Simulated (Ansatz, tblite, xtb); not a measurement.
Bond stretch in CH, doublet.

Levels: GFN2-xTB, 300 K electronic temperature (tblite); GFN1-xTB (xtb); UCCSDT(Q) = CCSDT(Q) on UHF/def2-SVP, frozen core (Ansatz, a first-principles code).

Total energies in hartree (comparable only within one method and basis):

```
R / Å  GFN2-xTB  GFN1-xTB  UCCSDT(Q)
-----  --------  --------  ---------
0.89   -2.33997  -2.33706  -38.28787
0.96   -2.36478  -2.36193  -38.31720
1.01   -2.37441  -2.37122  -38.32941
1.05   -2.37868  -2.37502  -38.33528
1.08   -2.38034  -2.37622  -38.33787
1.13   -2.38079  -2.37574  -38.33943
1.15   -2.38033  -2.37484  -38.33927
1.22   -2.37652  -2.36923  -38.33602
1.25   -2.37408  -2.36587  -38.33364
1.31   -2.36818  -2.35781  -38.32765
1.39   -2.35884  -2.34501  -38.31799
1.54   -2.33892  -2.31842  -38.29793
1.68   -2.31937  -2.29392  -38.27967
1.88   -2.29253  -2.26153  -38.25746
2.00   -2.27778  -2.24407  -38.24692
2.24   -2.25227  -2.21439  -38.23194
2.48   -2.23232  -2.19167  -38.22350
2.77   -2.21514  -2.17222  -38.21860
3.09          —  -2.15852  -38.21640
3.42          —         —  -38.21552
3.91          —         —  -38.21514
4.58          —         —  -38.21504
```

Dashes: no converged value, or the column stops at the first point that the program doubted or that broke a chosen test of continuity, which isn't proof of a fault.

The unrestricted determinant behind UCCSDT(Q) is spin-contaminated at 0.89 to 4.58 Å (<S²> up to 1.8, against 0.75 for a pure doublet).
